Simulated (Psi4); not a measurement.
# Two attempts at SiH3O2 (SMILES [O][SiH2]O)

Aim: energy and gradient of SiH3O2 at UPBE/aug-cc-pCVDZ (density fitting).

The results are computed with Psi4 1.11.

4 further runs of the same task are left out: 4 set aside as unsound or not needed.

## 1. The system as given

SiH3O2 has 6 atoms, charge 0, and is taken as a doublet. SMILES: `[O][SiH2]O`. Geometry: relaxed at PBE0-D4/def2-TZVP. This is one conformer, not always the lowest.

Bond lengths: O1–Si2 1.647 Å, Si2–O3 1.632 Å, Si2–H4 1.494 Å, Si2–H5 1.479 Å, O3–H6 0.959 Å. Angles: O1–Si2–O3 117.2°, O1–Si2–H4 98.3°, O1–Si2–H5 110.2°, O3–Si2–H4 112.7°, O3–Si2–H5 105.0°, Si2–O3–H6 119.0°, H4–Si2–H5 113.8°.

## 2. The input as first written

h3o2si.json

```json
{
  "schema_name": "qcschema_input",
  "schema_version": 1,
  "molecule": {
    "schema_name": "qcschema_molecule",
    "schema_version": 2,
    "symbols": ["O", "Si", "O", "H", "H", "H"],
    "geometry": [-3.15943311, -0.92653272, 0.21013755, -0.38833872, 0.30311207, -0.49775386, 1.7946729, 0.20824782, 1.67902166, 0.22109796, -1.32337521, -2.72441815, -0.66801819, 3.01260139, -1.12249732, 2.2797656, -1.3951848, 2.36801581],
    "molecular_charge": 0,
    "molecular_multiplicity": 2
  },
  "driver": "gradient",
  "model": {
    "method": "pbe",
    "basis": "aug-cc-pCVDZ"
  },
  "keywords": {
    "reference": "uks",
    "scf_type": "mem_df",
    "dft_radial_points": 5,
    "dft_spherical_points": 26,
    "maxiter": 60
  }
}
```

Command:

```
psi4 --qcschema h3o2si.json -n 1 --memory 1600MB
```

stdout:

```text
[...]
  Running in c1 symmetry.
[...]
  Nuclear repulsion =  110.735256139634899
[...]
  Multiplicity = 2
[...]
  Nalpha       = 17
  Nbeta        = 16
[...]
    Number of basis functions: 117
[...]
   @DF-UKS iter   1:  -449.60965421983695   -1.74238e+00   6.73212e-03 DIIS/ADIIS
[...]
   @DF-UKS iter  14:  -449.76482977587011   -3.97904e-13   7.64022e-09 DIIS
[...]
   WARNING: large deviation in the electron count on grid detected. Check grid size!   @Spin Contamination Metric:   3.191572784E-03
   @S^2 Expected:                7.500000000E-01
   @S^2 Observed:                7.531915728E-01
[...]
    Orbital Energies [Eh]
    ---------------------
    Alpha Occupied:
       1A    -70.629402     2A    -18.207708     3A    -18.186708
       4A     -6.390984     5A     -3.976975     6A     -3.974817
       7A     -3.971499     8A     -0.987832     9A     -0.933228
      10A     -0.602824    11A     -0.485364    12A     -0.432516
      13A     -0.425950    14A     -0.389264    15A     -0.349691
      16A     -0.318325    17A     -0.309718
    Alpha Virtual:
      18A     -0.043697    19A     -0.027919    20A      0.000480
      21A      0.006944    22A      0.019260    23A      0.032870
      24A      0.042236    25A      0.057345    26A      0.070232
[...]
  @DF-UKS Final Energy:  -449.76482977587011
   => Energetics <=
    Nuclear Repulsion Energy =            110.7352561396348989
    One-Electron Energy =                -826.2763277838214435
    Two-Electron Energy =                 313.6100164271310859
    DFT Exchange-Correlation Energy =     -47.8337745588146674
    Empirical Dispersion Energy =           0.0000000000000000
    VV10 Nonlocal Energy =                  0.0000000000000000
    Total Energy =                       -449.7648297758701119
[...]
 Multipole Moments:
 ------------------------------------------------------------------------------------
     Multipole            Electronic (a.u.)      Nuclear  (a.u.)        Total (a.u.)
 ------------------------------------------------------------------------------------
 L = 1.  Multiply by 2.5417464519 to convert [e a0] to [Debye]
 Dipole X            :         -0.8040188            1.6382491            0.8342303
 Dipole Y            :         -0.4174033            0.2123426           -0.2050608
 Dipole Z            :          0.9407552           -1.0882060           -0.1474508
 Magnitude           :                                                    0.8716260
[...]
  -Total Gradient:
     Atom            X                  Y                   Z
    ------   -----------------  -----------------  -----------------
       1       -0.910513068831    -0.297772306817     0.119929506202
       2        0.022258378668    -0.014898733283     0.074905613912
       3        0.663574763185     0.065898580403     0.588001133794
       4        0.024938147824    -0.068399625223    -0.095742753783
       5       -0.009002413688     0.085554551319    -0.020863083416
       6        0.014933514975    -0.076793627711     0.035980973790
[...]
```

The result, in JSON:

```text
{
 "driver": "gradient",
 "model": {
  "method": "pbe",
  "basis": "aug-cc-pCVDZ"
 },
 "success": true,
 "return_result": [-0.9105130688312335, -0.29777230681665723, 0.11992950620221543, 0.022258378667708426, -0.01489873328288821, 0.07490561391218509, 0.6635747631847269, 0.06589858040251961, 0.5880011337943619, 0.02493814782383498, -0.06839962522320797, -0.09574275378315766, -0.009002413688075488, 0.08555455131895884, -0.020863083416036127, 0.014933514974978052, -0.0767936277105804, 0.03598097378997778],
 "properties": {
  "calcinfo_nbasis": 117,
  "calcinfo_nmo": 117,
  "calcinfo_nalpha": 17,
  "calcinfo_nbeta": 16,
  "calcinfo_natom": 6,
  "nuclear_repulsion_energy": 110.73525613963491,
  "return_energy": -449.7648297758701,
  "return_gradient": [-0.9105130688312335, -0.29777230681665723, 0.11992950620221543, 0.022258378667708426, -0.01489873328288821, 0.07490561391218509, 0.6635747631847269, 0.06589858040251961, 0.5880011337943619, 0.02493814782383498, -0.06839962522320797, -0.09574275378315766, -0.009002413688075488, 0.08555455131895884, -0.020863083416036127, 0.014933514974978052, -0.0767936277105804, 0.03598097378997778],
  "scf_one_electron_energy": -826.2763277838214,
  "scf_two_electron_energy": 313.6100164271311,
  "scf_xc_energy": -47.83377455881467,
  "scf_dipole_moment": [0.8342303075266084, -0.20506079344220274, -0.14745076168440752],
  "scf_total_energy": -449.7648297758701,
  "scf_total_gradient": [-0.9105130688312335, -0.29777230681665723, 0.11992950620221543, 0.022258378667708426, -0.01489873328288821, 0.07490561391218509, 0.6635747631847269, 0.06589858040251961, 0.5880011337943619, 0.02493814782383498, -0.06839962522320797, -0.09574275378315766, -0.009002413688075488, 0.08555455131895884, -0.020863083416036127, 0.014933514974978052, -0.0767936277105804, 0.03598097378997778],
  "scf_iterations": 14
 }
}
```

Wall time 2.5 s (1 thread of AMD EPYC 9R45 (Zen 5), shared host); peak memory 0.29 GiB.

## 3. Reading the log

The program ended normally, but the settings are unsound, so its numbers aren't properties of the molecule.

The cause is that the grid is far too coarse. Among its listed settings the sound run differs in this, and the input shows the rest: integration grid 75 radial × 302 angular in place of 5 radial × 26 angular.

## 4. Second attempt

job.json

```json
{
  "schema_name": "qcschema_input",
  "schema_version": 1,
  "molecule": {
    "schema_name": "qcschema_molecule",
    "schema_version": 2,
    "symbols": ["O", "Si", "O", "H", "H", "H"],
    "geometry": [-3.15943311, -0.92653272, 0.21013755, -0.38833872, 0.30311207, -0.49775386, 1.7946729, 0.20824782, 1.67902166, 0.22109796, -1.32337521, -2.72441815, -0.66801819, 3.01260139, -1.12249732, 2.2797656, -1.3951848, 2.36801581],
    "molecular_charge": 0,
    "molecular_multiplicity": 2
  },
  "driver": "gradient",
  "model": {
    "method": "pbe",
    "basis": "aug-cc-pCVDZ"
  },
  "keywords": {
    "reference": "uks",
    "scf_type": "mem_df"
  }
}
```

Command:

```
psi4 --qcschema job.json -n 1 --memory 1600MB
```

stdout:

```text
[...]
  Running in c1 symmetry.
[...]
  Nuclear repulsion =  110.735256139634899
[...]
  Multiplicity = 2
[...]
  Nalpha       = 17
  Nbeta        = 16
[...]
    Number of basis functions: 117
[...]
   @DF-UKS iter   1:  -441.03959843696686   -1.20663e-01   8.83100e-03 ADIIS/DIIS
[...]
   @DF-UKS iter  15:  -441.44779138856131   -6.33804e-11   9.05974e-09 DIIS
[...]
   @S^2 Observed:                7.535458006E-01
[...]
    Orbital Energies [Eh]
    ---------------------
    Alpha Occupied:
       1A    -65.453406     2A    -18.805742     3A    -18.789944
       4A     -5.101074     5A     -3.511579     6A     -3.510890
       7A     -3.509429     8A     -0.948878     9A     -0.893385
      10A     -0.535535    11A     -0.440538    12A     -0.381682
      13A     -0.363033    14A     -0.341076    15A     -0.308934
      16A     -0.292756    17A     -0.282267
    Alpha Virtual:
      18A     -0.038025    19A     -0.014080    20A     -0.002756
      21A      0.014415    22A      0.020638    23A      0.038737
      24A      0.053278    25A      0.061760    26A      0.077537
[...]
  @DF-UKS Final Energy:  -441.44779138856131
   => Energetics <=
    Nuclear Repulsion Energy =            110.7352561396348989
    One-Electron Energy =                -830.2141144393785908
    Two-Electron Energy =                 316.9261517153641989
    DFT Exchange-Correlation Energy =     -38.8950848041817778
    Empirical Dispersion Energy =           0.0000000000000000
    VV10 Nonlocal Energy =                  0.0000000000000000
    Total Energy =                       -441.4477913885613134
[...]
 Multipole Moments:
 ------------------------------------------------------------------------------------
     Multipole            Electronic (a.u.)      Nuclear  (a.u.)        Total (a.u.)
 ------------------------------------------------------------------------------------
 L = 1.  Multiply by 2.5417464519 to convert [e a0] to [Debye]
 Dipole X            :         -0.9164994            1.6382491            0.7217498
 Dipole Y            :         -0.3653472            0.2123426           -0.1530047
 Dipole Z            :          0.9233226           -1.0882060           -0.1648833
 Magnitude           :                                                    0.7559892
[...]
  -Total Gradient:
     Atom            X                  Y                   Z
    ------   -----------------  -----------------  -----------------
       1        0.018293242785     0.008668850878    -0.001181773987
       2        0.011760783759    -0.004851634299     0.012744343715
       3       -0.024669593762    -0.011325728717    -0.018093809758
       4       -0.002033186069     0.005179383915     0.008535127178
       5       -0.000486088297    -0.008524746594     0.003217377427
       6       -0.003060409800     0.010857809742    -0.004944029065
[...]
```

The result, in JSON:

```text
{
 "driver": "gradient",
 "model": {
  "method": "pbe",
  "basis": "aug-cc-pCVDZ"
 },
 "success": true,
 "return_result": [0.018293242785237585, 0.008668850877819781, -0.0011817739868722962, 0.011760783759320055, -0.004851634299136452, 0.012744343715462084, -0.024669593761962882, -0.011325728717292982, -0.018093809758454635, -0.002033186069231342, 0.005179383915003999, 0.008535127178124075, -0.00048608829672425365, -0.008524746593780025, 0.0032173774270469607, -0.003060409799770042, 0.010857809742363667, -0.0049440290645977325],
 "properties": {
  "calcinfo_nbasis": 117,
  "calcinfo_nmo": 117,
  "calcinfo_nalpha": 17,
  "calcinfo_nbeta": 16,
  "calcinfo_natom": 6,
  "nuclear_repulsion_energy": 110.73525613963491,
  "return_energy": -441.4477913885613,
  "return_gradient": [0.018293242785237585, 0.008668850877819781, -0.0011817739868722962, 0.011760783759320055, -0.004851634299136452, 0.012744343715462084, -0.024669593761962882, -0.011325728717292982, -0.018093809758454635, -0.002033186069231342, 0.005179383915003999, 0.008535127178124075, -0.00048608829672425365, -0.008524746593780025, 0.0032173774270469607, -0.003060409799770042, 0.010857809742363667, -0.0049440290645977325],
  "scf_one_electron_energy": -830.2141144393786,
  "scf_two_electron_energy": 316.9261517153642,
  "scf_xc_energy": -38.89508480418178,
  "scf_dipole_moment": [0.7217497569122415, -0.15300465167233857, -0.1648833296854919],
  "scf_total_energy": -441.4477913885613,
  "scf_total_gradient": [0.018293242785237585, 0.008668850877819781, -0.0011817739868722962, 0.011760783759320055, -0.004851634299136452, 0.012744343715462084, -0.024669593761962882, -0.011325728717292982, -0.018093809758454635, -0.002033186069231342, 0.005179383915003999, 0.008535127178124075, -0.00048608829672425365, -0.008524746593780025, 0.0032173774270469607, -0.003060409799770042, 0.010857809742363667, -0.0049440290645977325],
  "scf_iterations": 15
 }
}
```

Wall time 14 s (1 thread of AMD EPYC 9R45 (Zen 5), shared host); peak memory 0.66 GiB.

## 5. What came out

Level: UPBE/aug-cc-pCVDZ (density fitting).

```
                          quantity          value
                      total energy  -441.44779 Eh
                     dipole moment         1.92 D
HOMO energy (highest over α and β)       -7.24 eV
 LUMO energy (lowest over α and β)       -6.32 eV
                              ⟨S²⟩          0.754
          largest force on an atom     1.678 eV/Å
```

The first attempt's energy was -226.318 eV off this one. The largest force is 1.68 eV/Å: the shape isn't a stationary point for this species at this level.
